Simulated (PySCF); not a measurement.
**Basis-set dependence of population analyses: `CC(C)F`**

C3H7F.
Bonds: C1–C2, C2–C3, C2–F4. Hydrogens: H5, H6, H7 on C1; H8 on C2; H9, H10, H11 on C3.

PBE0 throughout (PySCF), one geometry, spherical d and f functions. Isolated species at its PBE0-D3(BJ)/def2-SVP geometry, gas phase. Atoms taken as equivalent share a column and are averaged.

Mulliken charges (e):

```
        basis  functions   C1/C3      C2      F4  H5 (×6)      H8
       STO-3G         27  -0.245  +0.049  -0.125   +0.083  +0.069
        6-31G         50  -0.508  +0.160  -0.354   +0.175  +0.158
     pcSseg-0         50  -0.648  +0.026  -0.394   +0.238  +0.234
       6-31G*         70  -0.557  +0.234  -0.356   +0.182  +0.147
     def2-SVP         91  -0.082  +0.127  -0.286   +0.049  +0.029
      cc-pVDZ         91  -0.076  +0.089  -0.252   +0.049  +0.023
     pcSseg-1        103  -0.284  +0.086  -0.342   +0.121  +0.102
6-311+G(2d,p)        150  -0.447  +0.125  -0.257   +0.152  +0.112
  aug-cc-pVDZ        155  +0.357  +0.711  -0.558   -0.095  -0.301
    def2-TZVP        166  -0.354  +0.130  -0.234   +0.123  +0.072
     IGLO-III        210  -0.359  +0.136  -0.274   +0.124  +0.109
      cc-pVTZ        218  -0.293  +0.187  -0.239   +0.098  +0.049
```

IAO charges (e):

```tsv
basis	functions	C1/C3	C2	F4	H5 (×6)	H8
STO-3G	27	-0.412	+0.030	-0.148	+0.137	+0.117
6-31G	50	-0.449	+0.167	-0.321	+0.153	+0.135
pcSseg-0	50	-0.443	+0.153	-0.308	+0.151	+0.136
6-31G*	70	-0.430	+0.198	-0.328	+0.144	+0.123
def2-SVP	91	-0.419	+0.200	-0.332	+0.141	+0.122
cc-pVDZ	91	-0.429	+0.200	-0.331	+0.144	+0.125
pcSseg-1	103	-0.428	+0.198	-0.339	+0.145	+0.128
6-311+G(2d,p)	150	-0.440	+0.198	-0.347	+0.150	+0.132
aug-cc-pVDZ	155	-0.438	+0.200	-0.347	+0.149	+0.131
def2-TZVP	166	-0.441	+0.202	-0.346	+0.149	+0.130
IGLO-III	210	-0.442	+0.199	-0.347	+0.150	+0.132
cc-pVTZ	218	-0.442	+0.201	-0.343	+0.149	+0.130
```

Hirshfeld charges (e):

```csv
basis,functions,C1/C3,C2,F4,H5 (×6),H8
STO-3G,27,-0.051,+0.090,-0.098,+0.018,+0.004
6-31G,50,-0.108,+0.082,-0.145,+0.041,+0.034
pcSseg-0,50,-0.111,+0.086,-0.137,+0.040,+0.032
6-31G*,70,-0.108,+0.075,-0.133,+0.040,+0.033
def2-SVP,91,-0.122,+0.072,-0.124,+0.044,+0.035
cc-pVDZ,91,-0.120,+0.068,-0.117,+0.042,+0.034
pcSseg-1,103,-0.124,+0.069,-0.126,+0.045,+0.038
"6-311+G(2d,p)",150,-0.124,+0.059,-0.131,+0.046,+0.042
aug-cc-pVDZ,155,-0.132,+0.058,-0.126,+0.048,+0.043
def2-TZVP,166,-0.127,+0.060,-0.127,+0.047,+0.041
IGLO-III,210,-0.131,+0.059,-0.126,+0.048,+0.042
cc-pVTZ,218,-0.128,+0.062,-0.123,+0.046,+0.040
```

ESP-fitted charges (e):

```
        basis  functions   C1/C3      C2      F4  H5 (×6)      H8
       STO-3G         27  -0.515  +0.430  -0.175   +0.132  -0.016
        6-31G         50  -0.546  +0.592  -0.337   +0.142  -0.017
     pcSseg-0         50  -0.666  +0.718  -0.358   +0.168  -0.033
       6-31G*         70  -0.539  +0.532  -0.276   +0.140  -0.016
     def2-SVP         91  -0.498  +0.542  -0.298   +0.129  -0.019
      cc-pVDZ         91  -0.493  +0.528  -0.286   +0.127  -0.019
     pcSseg-1        103  -0.535  +0.592  -0.318   +0.137  -0.024
6-311+G(2d,p)        150  -0.614  +0.602  -0.321   +0.160  -0.012
  aug-cc-pVDZ        155  -0.600  +0.588  -0.314   +0.156  -0.011
    def2-TZVP        166  -0.600  +0.593  -0.308   +0.155  -0.016
     IGLO-III        210  -0.591  +0.568  -0.308   +0.155  -0.006
      cc-pVTZ        218  -0.573  +0.563  -0.296   +0.149  -0.013
```

Some averages cover members that differ in this geometry, most widely: H5 (×6), Mulliken in aug-cc-pVDZ -0.122 to -0.078 e.

Q: Which scheme is steadiest as the basis changes?

A: Largest range over the bases for any column: Hirshfeld 0.08 e, IAO 0.20 e, ESP-fitted 0.29 e, Mulliken 1.01 e. Hirshfeld charges move least and Mulliken charges most, counted in e. Without the minimal STO-3G basis the ranges are Hirshfeld 0.03, IAO 0.05, ESP-fitted 0.19, Mulliken 1.01 e.

Q: How much do the charges still move between the two largest bases, IGLO-III and cc-pVTZ?

A: At most, over all atoms: Mulliken 0.066 e, IAO 0.004 e, Hirshfeld 0.004 e, ESP-fitted 0.018 e.

Q: What do the same runs give for the total energy, the frontier levels and the dipole moment?

A: 
```csv
basis,energy (Eh),HOMO (eV),LUMO (eV),μ (D)
STO-3G,-215.2954,-4.90,8.70,1.03
6-31G,-218.0832,-8.88,2.79,2.01
pcSseg-0,-217.6327,-8.94,2.18,2.06
6-31G*,-218.1283,-8.82,2.88,1.66
def2-SVP,-217.9734,-8.99,1.86,1.78
cc-pVDZ,-218.1438,-8.91,1.94,1.70
pcSseg-1,-218.1135,-9.12,1.49,1.88
"6-311+G(2d,p)",-218.2054,-9.17,0.38,1.94
aug-cc-pVDZ,-218.1629,-9.14,-0.05,1.89
def2-TZVP,-218.2239,-9.13,1.24,1.83
IGLO-III,-218.2307,-9.15,0.81,1.88
cc-pVTZ,-218.2162,-9.08,1.27,1.77
```

The dipole is fixed by the density alone, so its range of 1.03 D shows that the density itself changes with the basis, not only its division among atoms.
